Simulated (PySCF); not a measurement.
**Magnesium: highly charged ions in a basis for the neutral atom**

Mg¹⁰⁺ 1s2, Mg¹¹⁺ 1s1. Calculation: PySCF 2.14, in aug-cc-pVDZ-DK; scalar relativity by spin-free X2C-1e. No spin-orbit coupling, so a gap to NIST mixes the basis error with missing relativistic terms.

Changed run: basis of the neutral atom used for a highly charged ion. This setting is unsound on purpose.

```
species  method  sound run (hartree)  changed run (hartree)  converged
  Mg¹⁰⁺     UHF              not run             -136.84765        yes
  Mg¹⁰⁺  M06-2X              not run             -136.88945        yes
  Mg¹⁰⁺    TPSS              not run             -136.90300        yes
  Mg¹¹⁺     UHF              not run              -72.06701        yes
  Mg¹¹⁺  M06-2X              not run              -72.05006        yes
  Mg¹¹⁺    TPSS              not run              -72.06896        yes
```

Ionisation energy of Mg¹⁰⁺:

| method | changed run (eV) | NIST (eV) |
| --- | --- | --- |
| UHF | 1762.8 | 1761.8 |
| M06-2X | 1764.4 | 1761.8 |
| TPSS | 1764.2 | 1761.8 |

The contracted functions were made for the neutral atom and can be too rigid for a highly charged ion.
